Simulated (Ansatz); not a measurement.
# H3N2: the cost of one run

Method: the settings change from run to run; program: Ansatz 0.2.0, Gaussian basis.

### Step 1. The geometry

An earlier PBE0-D4 in a triple-zeta def2 set relaxation fixed the geometry.

SMILES `[NH]N`, 5 atoms, charge 0, spin multiplicity 2.

Atoms are counted from 1 here; the program's logs count them from 0.

Bond lengths: N1–N2 1.338 Å, N1–H3 1.021 Å, N2–H4 1.008 Å, N2–H5 1.012 Å. Angles: N2–N1–H3 106.1°, N1–N2–H4 113.9°, N1–N2–H5 120.8°, H4–N2–H5 114.6°.

### Step 2. PBE0-DH/def2-TZVPD

This run has charge +1, multiplicity 1, unrestricted orbitals, the search for lower states set to full.

File in.yaml:

```yaml
crystal:
  periodic: [false, false, false]
  atoms:
    - {symbol: N, position_ang: [-0.187713, -0.817923, 0.454316]}
    - {symbol: N, position_ang: [-0.128730, 0.235461, -0.368556]}
    - {symbol: H, position_ang: [0.759859, -0.951123, 0.811313]}
    - {symbol: H, position_ang: [-1.030953, 0.592386, -0.640087]}
    - {symbol: H, position_ang: [0.587527, 0.941189, -0.256985]}
basis:
  gaussian: {orbitals: def2-TZVPD}
total_charge: 1
magnetization: {spin_polarized: true, initial_magnetization: 0}
hamiltonian: {xc: {name: PBE0-DH}}
scf: {lower_state_search: full}
output: {forces: true}
```

On the command line:

```sh
ansatz run in.yaml --threads 4 --pin off --events-out ev --progress --plain --max-ram 10444MiB
```

What time and memory should one allow on 4 threads of Arm Neoverse V1, shared host?

About 3.7 s, with a peak of 0.29 GiB.
